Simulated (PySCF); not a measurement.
A species of formula C6H10 has this rotational fingerprint, computed with PBE0-D3(BJ)/def2-SVP geometry optimisation, gas phase (PySCF 2.14.0):

```
Rotational constants : A = 7757, B = 1607, C = 1415 MHz
Dipole components    : |μa| = 0.07 D, |μb| = 0.11 D, |μc| = 0.07 D
Inertial defect      : -22.31 u·Å²
κ                    : -0.94
```

Question: Which candidate fits, each taken in the one conformer that was computed?
A. `[CH2:1]=[C:2]1[CH2:3][C@H:4]1[CH2:5][CH3:6]` with C3–C4–C5–C6 -83°
B. `[CH2:1]=[CH:2][CH2:3]/[CH:4]=[CH:5]\[CH3:6]` with C1–C2–C3–C4 -115°, C2–C3–C4–C5 -117°
C. `[CH3:1][C:2]#[C:3][CH2:4][CH2:5][CH3:6]` with C3–C4–C5–C6 62°
D. `[CH2:1]=[CH:2][C@@H:3]1[CH2:4][C@H:5]1[CH3:6]` with C1–C2–C3–C4 85°

Answer: C. It is CC#CCCC, a near-prolate asymmetric top, point group C1. The candidates at the same level (rigid rotor, commonest isotopes):

```csv
SMILES,A (MHz),B (MHz),C (MHz),μa (D),μb (D),μc (D),Δ (u·Å²),point group,rotor
CC#CCCC,7757,1607,1415,0.07,0.11,0.07,-22.31,C1,near-prolate asymmetric top
C=CC/C=C\C,10892,1542,1470,0.48,0.24,0.05,-30.31,C1,near-prolate asymmetric top
C=C[C@@H]1C[C@H]1C,7176,2293,2031,0.42,0.11,0.07,-41.99,C1,asymmetric top
C=C1C[C@H]1CC,8743,2046,1799,0.48,0.09,0.04,-23.88,C1,near-prolate asymmetric top
```

`C=CC/C=C\C` has A 40 % too high; `C=C[C@@H]1C[C@H]1C` has C 44 % too high; `C=C1C[C@H]1CC` has B 27 % too high. No structure here is proved a minimum.
